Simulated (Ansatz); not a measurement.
Consider the atomization: `OC1=C(F)C1` → 3 C• + F• + 3 H• + O•.

Program: Ansatz. Geometries: PBE0-D4/def2-TZVP. ΔE: electronic, gas phase. CBS: MP2 limit from def2 TZ/QZ plus the TZ coupled-cluster correction, frozen cores. This one scheme is used for every species, atoms too. DFT in def2-TZVPP. HSE06 is defined as in plane-wave codes. Open shells (•) are unrestricted, without spin–orbit coupling. Spin–orbit coupling would lower the free atoms: a little for C, F, O. Each species was taken in one conformer, which may not be the lowest.

`OC1=C(F)C1`:

Cartesian coordinates in Å:
```
O 1.518 -0.146 1.037
C 0.463 0.043 0.253
C -0.269 0.635 -0.618
F -0.483 1.626 -1.455
C -0.851 -0.620 -0.081
H 2.143 0.576 0.907
H -1.669 -0.583 0.645
H -0.851 -1.532 -0.687
```

Question: What is ΔE at CCSD(T)/CBS? (An estimate is asked.)

Answer: The calculation gave: +3271.5 kJ/mol.

Question: What do these levels give: PBE-D4, r2SCANh-D4, r2SCAN0-D4, HSE06-D4, ωB97X-V, revPBE, r2SCAN, HSE06, BHLYP, CCSD(T)/def2-SVP, HF/def2-QZVPP, MP2/def2-QZVPP? (An estimate is asked.)

Answer: Ansatz gave: PBE-D4 3455.7, r2SCANh-D4 3271.2, r2SCAN0-D4 3217.8, HSE06-D4 3337.4, ωB97X-V 3288.7, revPBE 3292.4, r2SCAN 3305.6, HSE06 3328.5, BHLYP 3092.3, CCSD(T)/def2-SVP 3118.6, HF/def2-QZVPP 2203.8, MP2/def2-QZVPP 3357.6 kJ/mol.

Largest T1 diagnostic among the species: 0.012.

From r2SCAN to r2SCAN0 (25 % exact exchange), in def2-TZVPP and without D4, ΔE moves by −91.0 kJ/mol: exact exchange takes away binding that semilocal exchange gives to molecules. The D4 term adds +18.9 kJ/mol with B3LYP and +9.8 kJ/mol with PBE0; it sums over pairs of atoms, weighted by their polarisabilities, and B3LYP, whose exchange is more repulsive, gets the larger term. Leaving LDA and LC-ωPBE aside and taking each functional with its dispersion term where it has one, the values, not all of them listed here, spread over 350.6 kJ/mol, from BHLYP-D4 to PBE-D4. LDA lies +509.9 kJ/mol from PBE without D4, its usual overbinding.

B3LYP here is the variant with VWN-RPA as its local correlation; programs differ in this.

For atomizations the MP2-based limit and the directly extrapolated one differ by several kJ/mol either way, and by 10 to 25 for some Ge, Se and Sn compounds, so smaller differences from it don't rank the levels.
